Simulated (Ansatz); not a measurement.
A structure drawn as `CB[O]`, with this starting geometry:

Cartesian coordinates in Å:
```
C -0.1374 0.6170 -0.1866
B 0.1479 -0.7850 0.3223
O 0.2386 -1.8690 -0.6401
H -1.0486 0.6540 -0.7330
H 0.6697 0.9904 -0.9082
H -0.1743 1.3953 0.6574
H 0.3041 -1.0027 1.4882
```

Total charge 0; spin multiplicity 2.

(1) Relax it with Ansatz at PBE-D4/def2-SVP and then PBE0-D4/def2-TZVP. Is the drawn bonding still there?

(2) Give the relaxed structure. (Best estimate.)

Atoms count as bonded under 1.1 times the sum of their covalent radii (H–H under 0.85 Å, pairs among N, O and F under 1.55 Å), and a drawn bond as lost past 1.3 times.

Answers

(1) Yes, every drawn bond is still there and no new one forms.

(2) Ansatz gave: 
Z-matrix (Å, degrees):
```
C
B 1 1.583
H 1 1.093 2 108.7
H 1 1.089 2 112.5 3 121.7
H 1 1.093 2 108.7 3 -116.5
O 2 1.290 1 125.2 3 -121.7
H 2 1.219 1 120.5 3 58.3
```
All modes are real.
